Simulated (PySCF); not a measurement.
CH₃NO, charge +1, multiplicity 2. Atoms are numbered in the order given.

```xyz
6

N      0.1566    -1.0700     0.0000
C     -0.3809     0.1091     0.0000
O      0.2420     1.2121     0.0000
H      1.1650    -1.2020     0.0000
H     -0.4351    -1.8945     0.0000
H     -1.4764     0.2354     0.0000
```
Charge +1, spin multiplicity 2.

Coordinates come from a TPSSh-D3(BJ)/def2-TZVP optimisation. The multiplicity is an assumed one; other spin states were not compared. One conformer was computed; it need not be the lowest.

All values below come from TPSSh-D3(BJ)/def2-TZVP run with PySCF.

Harmonic, unscaled wavenumbers; measured fundamentals usually lie a few per cent lower.

```
mode  ν (cm⁻¹)  IR (km/mol)  moving atoms (share of kinetic energy)
----  --------  -----------  --------------------------------------
1          487         10.6          O 31 %, C 30 %, H 23 %, N 16 %
2          619        158.6                          H 85 %, N 11 %
3          718         72.0                  H 67 %, C 18 %, N 11 %
4          974         15.1                          H 73 %, C 25 %
5         1079          7.5                  H 71 %, N 18 %, O 10 %
6         1184         32.2                  H 48 %, O 35 %, C 14 %
7         1344         11.4                  H 53 %, C 23 %, N 21 %
8         1614         16.8                          H 47 %, C 45 %
9         1677        216.6                  H 48 %, N 28 %, C 23 %
10        2994         82.3                                  H 92 %
11        3488        199.4                                  H 96 %
12        3600        200.2                          H 90 %, N 10 %
```
